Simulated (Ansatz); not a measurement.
Reading a saddle point

A first-order saddle point of AlH5SO, singlet, PBE0-D4/def2-TZVP, with one imaginary mode of 798i cm⁻¹:

Al1  (-0.841, -0.250, -0.319)
S2  (0.857, 1.503, -0.430)
H3  (-0.785, -1.094, -1.655)
H4  (-2.162, 0.378, 0.293)
H5  (0.936, 0.365, 0.595)
O6  (0.319, -0.819, 0.960)
H7  (1.618, 0.845, -1.321)
H8  (0.058, -0.929, 1.877)
(Å)

Ansatz 0.2.0; basis: def2-TZVPP and def2-QZVPP; cores frozen in the correlated methods. Extrapolation: Hartree–Fock as exp(−7.88 √X), correlation as X^−2.97.

(1) Which contacts change along the imaginary mode, and what lies on either side? (A judgement: the text doesn't fix the answer.)

(2) Which side is lower, and how far does the saddle lie above each? (To be estimated.)

T1 diagnostic: at most 0.012.

Answers

(1) The calculation gives: The step is AlH₃S ([AlH2][SH]) + H₂O → AlH₃O ([OH][AlH2]) + H₂S (still joined by a long Al–S bond), with the molecules in contact on both sides. Shortening one way: Al1–O6, S2–H5; lengthening the same way: Al1–S2, H5–O6.
| pair | one side (Å) | saddle (Å) | other side (Å) |
| --- | --- | --- | --- |
| Al1–O6 | 2.01 | 1.82 | 1.72 |
| S2–H5 | 2.62 | 1.53 | 1.34 |
| Al1–S2 | 2.25 | 2.44 | 2.57 |
| H5–O6 | 0.97 | 1.38 | 3.26 |

(2) Computed: The side with Al1–S2, H5–O6 short is lower by 0.247 eV; the saddle lies 0.633 eV above it and 0.386 eV above the other (CCSD(T) at an estimated basis limit (MP2 extrapolated from triple and quadruple zeta, plus CCSD(T) − MP2 in triple zeta); electronic energies).

Labels in which every atom is bracketed show which atoms are joined, not bond orders.

For scale, one of the runs: CCSD(T)/def2-TZVPP, 185 basis functions, launched by `ansatz run in.yaml --threads 2 --pin off --events-out ev --progress --plain --max-ram 4352MiB`. Hardware: 2 CPU threads of an Arm Neoverse V2, shared host. Wall time 36 s; peak host memory 1.7 GiB.
